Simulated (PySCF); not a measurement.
# One elementary step

Start structure (CH$_{8}$AlN, singlet), relaxed at PBE0-D4/def2-TZVP:

```xyz
11
angstrom
Al -1.1901 0.7528 -0.0715
N -0.2985 -0.7195 0.3407
C 0.6559 -1.4464 -0.4677
H -2.1783 1.3400 1.0182
H -0.9909 1.3498 -1.5257
H 0.9303 2.0300 0.9296
H 0.7182 2.6992 0.6674
H -0.4221 -1.1401 1.2500
H 0.7430 -0.9761 -1.4502
H 0.3554 -2.4876 -0.6335
H 1.6592 -1.4576 -0.0247
```

The step: CH₆AlN ([CH3][NH][AlH2]) + H₂ → CH₅N ([CH3][NH2]) + AlH₃ (still joined by a long Al–N bond); bonds formed: Al1–H7, N2–H6; bonds broken: H6–H7; bonds weakened to dative contacts: Al1–N2. Program: PySCF 2.14 with density fitting (its default auxiliary sets; JK sets also for MP2 and CCSD(T)). Basis: def2-TZVPP and def2-QZVPP. Cores are frozen in the correlated methods. Extrapolation: Hartree–Fock as exp(−7.88 √X), correlation as X^−2.97. Energies below are by CCSD(T) at an estimated basis limit (MP2 extrapolated from triple and quadruple zeta, plus CCSD(T) − MP2 in triple zeta).

What are the electronic barrier and the energy of the step, from the start structure to the end structure? (An estimate is asked for; the value comes from the calculation.)

The calculation gives: Barrier 21.33 kcal/mol; step energy -12.67 kcal/mol (downhill); reverse barrier, their difference, 34.00 kcal/mol. Barrier and step energy count from the start structure, the reverse barrier from the end structure.

The saddle point: One imaginary mode of 1197i cm⁻¹.
```tsv
pair	start (Å)	saddle (Å)	end (Å)
Al1–H7	2.82	1.83	1.61
N2–H6	3.07	1.44	1.02
Al1–N2	1.77	1.89	2.05
H6–H7	0.75	0.98	2.98
```

Zero-point energy (harmonic, PBE0-D4): ZPE is 50.00 kcal/mol at the start and 51.47 kcal/mol at the saddle, so the barrier goes from 21.33 to 22.80 kcal/mol.

T1 diagnostic: at most 0.013.

Labels in which every atom is bracketed show which atoms are joined, not bond orders.

For scale, one of the runs: CCSD(T)/def2-TZVPP, 216 basis functions, launched by `OMP_NUM_THREADS=4 python run.py`. The run took 7.2 min on 4 CPU threads of an Arm Neoverse V1 (shared host), with 2.8 GiB of host memory at its peak.
